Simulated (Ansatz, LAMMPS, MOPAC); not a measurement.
Elastic constant C44 of rock-salt SrO: levels of theory against measurement

Reference value: 55.9 GPa (measured, temperature not stated, no zero-point or thermal correction; as tabulated in Oses et al. (2018), arXiv:1811.08464).

Problem. What do ionic model bush1994, PM7 semi-empirical Hartree-Fock (MOPAC), PBE, r²SCAN, PBE0 give, and how far is each from the reference?

Solution. 
```csv
level (code),value (GPa),cell (Å³/atom),difference (%)
"ionic model bush1994 (shell model, LAMMPS)",86.1,16.92,+54
PM7 semi-empirical Hartree-Fock (MOPAC),293,12.39,+424
PBE (Ansatz),54.4,17.52,-2.7
r²SCAN (Ansatz),55.5,17.17,-0.7
PBE0 (Ansatz),57.4,17.10,+2.7
```

The reference's temperature isn't stated, so close values are not ranked against it. Off by more than 25 %, or 35 % on the side where a correction would as a rule narrow the miss (bounds picked here): PM7 semi-empirical Hartree-Fock (MOPAC) (+424 %), ionic model bush1994 (+54 %).

The reference isn't brought to a static lattice, while the calculations are for one, so the differences are not the levels' errors alone. A static lattice is as a rule stiffer than a warm one, by over a tenth in soft solids.  PM7 semi-empirical Hartree-Fock (MOPAC): the relaxed volume lies over a fifth from the starting cell. PM7 semi-empirical Hartree-Fock (MOPAC): the method was fitted mainly to molecules. PM7 semi-empirical Hartree-Fock (MOPAC): the run uses a supercell at the zone centre in place of a k mesh. Each level is taken at its own relaxed cell. Cutoffs differ between the levels. Ansatz's density-functional and Hartree–Fock values are scalar-relativistic unless marked +SOC, with PAW data made under PBE.

Empirical potentials (ionic model bush1994) are fitted to chosen data: where that held the value shown, agreement is built in, and what lay outside the fit can be far off.

Differences are worked out from the printed values.

Ansatz is a first-principles code.
